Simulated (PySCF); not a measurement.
Compound: HLi.
Geometry (PBE/def2-TZVP, Å), atoms numbered from 1 in this order:
```xyz
2
LiH angstrom
Li     0.8041   -0.0027   -0.0031
H     -0.8014    0.0040   -0.0111
```

Theory: PBE/def2-TZVP geometry optimisation, gas phase in PySCF.

Masses are those of the commonest isotopes; rigid-rotor values at the optimised geometry. 

Problem. What are the moment of inertia and the rotational constant?

Solution. I = 2.272 u·Å², B = 505379 MHz·u·Å²/I = 222466 MHz (7.4207 cm⁻¹, or 10.677 K as hB/k). For two atoms I = μr² with μ = 0.8812 u and r = 1.6056 Å.

Problem. List the first levels of a rigid rotor in a Σ state.

Solution. E(J) = BJ(J+1): J = 1: 14.841, J = 2: 44.524, J = 3: 89.048, J = 4: 148.413, J = 5: 222.620, J = 6: 311.667 cm⁻¹.

Problem. Where do the first rotational lines fall?

Solution. The dipole is 5.63 D; J+1 ← J lies at 2B(J+1): 1 ← 0 at 444.93 GHz, 2 ← 1 at 889.86 GHz, 3 ← 2 at 1334.79 GHz, 4 ← 3 at 1779.72 GHz, 5 ← 4 at 2224.66 GHz, 6 ← 5 at 2669.59 GHz.

Problem. Estimate the classical rotational partition function at 200 K.

Solution. Point group C∞v, symmetry number σ = 1; q = kT/(σhB), k/h = 20836.6 MHz/K: 18.7 at 200 K.

No frequency check. No vibrational averaging or centrifugal distortion is included, and the geometry carries the error of its method.
